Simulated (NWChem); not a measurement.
Species: S, triplet

Results from NWChem. Spin-unrestricted. The open p shell is one determinant without spherical averaging. No stability test was run on the SCF state.

Task: Order these by “lowest empty minus highest occupied level, either spin (eV)”, lowest first: B3LYP/aug-pcseg-1; B3LYP/STO-3G; B3LYP/def2-SVP.

Result: B3LYP/aug-pcseg-1 (2.20), B3LYP/def2-SVP (2.27), B3LYP/STO-3G (2.54)
